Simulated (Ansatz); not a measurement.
# The nitrogen atom (quartet): the correlation ladder, aug-cc-pVDZ

Aim: climb from Hartree-Fock through coupled cluster and multireference methods for the nitrogen atom (quartet) at one geometry and basis, and see what each rung misses.

The runs use Ansatz 0.2.0, Gaussian basis; aug-cc-pVDZ, core rule «outside noble gas», up to 1 orbitals frozen.

Plan: UHF; CCSD(T) on ROHF; CCSD(T) on UHF; BCCD(T) on ROHF; CISD; CCSDT(Q) on ROHF; CCSDT(Q) on UHF; CISDTQ; CCSDTQ on ROHF; CCSDTQ on UHF; CASSCF and MRCISD+Q, 5 electrons in 4 orbitals; CASSCF and MRCISD+Q(relaxed), 5 electrons in 4 orbitals; CASSCF and NEVPT4(SD), 5 electrons in 4 orbitals; CASSCF and NEVPT2, 5 electrons in 4 orbitals.

**1. The atom**

A free atom, in its lowest state of this spin that the program finds.

1 atom, charge 0, spin multiplicity 4.

**2. UHF**

Input file in.yaml:

```yaml
crystal:
  periodic: [false, false, false]
  atoms:
    - {symbol: N, position_ang: [0.000000, 0.000000, 0.000000]}
basis:
  gaussian: {orbitals: aug-cc-pVDZ}
magnetization: {spin_polarized: true, initial_magnetization: 3}
hamiltonian: {xc: hf}
output: {orbitals: {seedname: orbitals}}
```

Started as:

```console
> ansatz run in.yaml --threads 1 --pin off --events-out ev --progress --plain --max-ram 2393MiB
```

After this run come: CCSD(T) on ROHF; CCSD(T) on UHF; BCCD(T) on ROHF; CISD; CCSDT(Q) on ROHF; CCSDT(Q) on UHF; CISDTQ; CCSDTQ on ROHF; CCSDTQ on UHF; CASSCF and MRCISD+Q, 5 electrons in 4 orbitals; CASSCF and MRCISD+Q(relaxed), 5 electrons in 4 orbitals; CASSCF and NEVPT4(SD), 5 electrons in 4 orbitals; CASSCF and NEVPT2, 5 electrons in 4 orbitals.

**Question.** What will the summary of the whole plan be? Wanted: UCCSDTQ below the RHF energy; RMP2 from UCCSDTQ; UMP2 from UCCSDTQ; RCCSD from UCCSDTQ; RCCSD(T) from UCCSDTQ; UCCSD(T) from UCCSDTQ; RCCSDT(Q) from UCCSDTQ; UCCSDT(Q) from UCCSDTQ; NEVPT2 valence from UCCSDTQ.

The runs gave:

| quantity | value |
| --- | --- |
| UCCSDTQ below the RHF energy | -2.6504 eV |
| RMP2 from UCCSDTQ | +52.1 kJ/mol |
| UMP2 from UCCSDTQ | +50.1 kJ/mol |
| RCCSD from UCCSDTQ | +4.4 kJ/mol |
| RCCSD(T) from UCCSDTQ | +1.0 kJ/mol |
| UCCSD(T) from UCCSDTQ | +0.8 kJ/mol |
| RCCSDT(Q) from UCCSDTQ | +0.2 kJ/mol |
| UCCSDT(Q) from UCCSDTQ | 0.0 kJ/mol |
| NEVPT2 valence from UCCSDTQ | +54.4 kJ/mol |
| NEVPT4(SD) valence from UCCSDTQ | +1.5 kJ/mol |
| MRCISD+Q valence from UCCSDTQ | -2.7 kJ/mol |
| levels within 1 kcal/mol (43 meV) | UCCSD, RCCSD(T), UCCSD(T), BCCD(T), RCCSDT, UCCSDT, CISDTQ, RCCSDT(Q), UCCSDT(Q), RCCSDTQ, NEVPT4(SD) valence, MRCISD+Q valence, MRCISD+Q(relaxed) valence |
| T1 diagnostic | 0.016 |
| effectively unpaired electrons | 3.00 |

**Reading.** RCCSD(T) misses by +1.0 kJ/mol, 0.4 % of the correlation energy. One determinant dominates. Of the multireference levels listed NEVPT4(SD) valence comes nearest in total energy (+1.5 kJ/mol), which doesn't show that its space is the better one. These misses are within one basis, not against nature; the frozen cores of restricted and unrestricted runs differ, which can shift their rows.
